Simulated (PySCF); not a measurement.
isobutane (C₄H₁₀), SMILES C(C)(C)C. Coordinates come from a B3LYP-D3(BJ)/def2-SVP optimisation.

Computed equilibrium geometry at B3LYP-D3(BJ)/def2-SVP (PySCF confirms it by a frequency run) as Cartesian coordinates in Å, and its point group:
point group C3v.
```xyz
14

C     -1.2637    -0.7296    -0.0952
C      0.0000     0.0000     0.3715
C      0.0000     1.4592    -0.0952
C      1.2637    -0.7296    -0.0952
H     -2.1759    -0.2278     0.2665
H     -1.3140    -0.7586    -1.1975
H     -1.2852    -1.7704     0.2665
H      0.0000     0.0000     1.4778
H     -0.8906     1.9983     0.2665
H      0.0000     1.5173    -1.1975
H      0.8906     1.9983     0.2665
H      2.1759    -0.2278     0.2665
H      1.2852    -1.7704     0.2665
H      1.3140    -0.7586    -1.1975
```
Charge 0, spin multiplicity 1.
